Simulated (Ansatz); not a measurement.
Relaxation of CH9NSi (12 atoms, charge 0, multiplicity 1), to a largest force component of 0.03 eV/Å in at most 50 steps.

Theory: Ansatz 0.2.0, UKS B3LYP-D4/def2-SVP.

```xyz
12
Properties=species:S:1:pos:R:3
Si -0.296 -0.540 -0.163
C 0.541 1.094 0.248
H 0.738 -1.602 -0.331
H -1.250 -0.901 0.926
N -1.227 -0.540 -1.633
H 1.189 -0.313 2.055
H 1.049 -0.992 2.165
H 0.199 1.517 1.205
H 0.291 1.827 -0.537
H 1.639 1.013 0.275
H -0.758 -0.516 -2.533
H -2.113 -0.048 -1.675
```

Task: Where does it end, and by what steps?

Result: The run converged. The force dipped under the threshold on the way, but the program's further checks kept it going. After 22 steps the energy has fallen by 0.266 eV; H6 moved furthest, 1.21 Å.

```
step  energy less start (eV)  largest force component (eV/Å)  accepted
   0                  0.0000                           2.409       yes
   1                 -0.1483                           0.253       yes
   2                 -0.1827                           0.106       yes
   3                 -0.1934                           0.071       yes
   4                 -0.1844                           0.377        no
   5                 -0.1945                           0.026       yes
   6                 -0.1961                           0.054       yes
   7                 -0.1967                           0.048       yes
   8                 -0.1973                           0.045       yes
   9                 -0.1941                           0.433        no
  10                 -0.2016                           0.035       yes
  11                 -0.2062                           0.181       yes
  12                 -0.2108                           0.461       yes
  13                 -0.2262                           0.412       yes
  14                 -0.2545                           0.122       yes
  15                 -0.2438                           0.558        no
  16                 -0.2595                           0.088       yes
  17                 -0.2629                           0.143       yes
  18                 -0.2654                           0.030       yes
  19                 -0.2658                           0.017       yes
  20                 -0.2656                           0.068        no
  21                 -0.2660                           0.048       yes
  22                 -0.2660                           0.029       yes
```

```xyz
12
Properties=species:S:1:pos:R:3
Si -0.395 -0.402 -0.249
C 0.469 1.253 0.030
H 0.623 -1.489 -0.131
H -1.440 -0.570 0.804
N -1.182 -0.611 -1.785
H 1.370 -0.844 3.132
H 1.269 -1.315 2.543
H 0.936 1.289 1.029
H -0.246 2.091 -0.040
H 1.262 1.422 -0.719
H -0.627 -0.720 -2.628
H -2.038 -0.104 -1.986
```

Run time: 33 s on 2 threads of Intel(R) Xeon(R) 6975P-C (Granite Rapids), on a shared host, peak memory 0.25 GiB.
